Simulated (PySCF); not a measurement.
## Nitrogen: a sound run and one with changed settings

Sound run: N [He] 2s2 2p3, N⁺ [He] 2s2 2p2. Computed with PySCF 2.14 in aug-cc-pVDZ, with the non-relativistic Hamiltonian (point nucleus). The sound run starts from symmetry-adapted Hartree-Fock orbitals and uses a fine grid where one is needed.

Changed run: 14 angular points. This setting is unsound on purpose.

```json
{"species": "N", "method": "UHF", "sound run (hartree)": "-54.39318", "changed run (hartree)": "-54.39318", "converged": "yes"}
{"species": "N", "method": "BP86", "sound run (hartree)": "-54.58285", "changed run (hartree)": "-54.58285", "converged": "yes"}
{"species": "N", "method": "r2SCAN", "sound run (hartree)": "-54.57113", "changed run (hartree)": "-54.57113", "converged": "yes"}
{"species": "N⁺", "method": "UHF", "sound run (hartree)": "-53.88126", "changed run (hartree)": "-53.88126", "converged": "yes"}
{"species": "N⁺", "method": "BP86", "sound run (hartree)": "-54.03932", "changed run (hartree)": "-54.03920", "converged": "yes"}
{"species": "N⁺", "method": "r2SCAN", "sound run (hartree)": "-54.02542", "changed run (hartree)": "-54.02961", "converged": "yes"}
```

Ionisation energy of N:

```
method  sound run (eV)  changed run (eV)
   UHF          13.930            13.930
  BP86          14.790            14.793
r2SCAN          14.850            14.736
```

A coarse angular grid integrates products of high-l functions wrongly, so density functionals can shift, and the SCF can exploit the error; Hartree-Fock and MP2 need no grid.

For comparison, NIST gives 14.534 eV between the lowest levels.
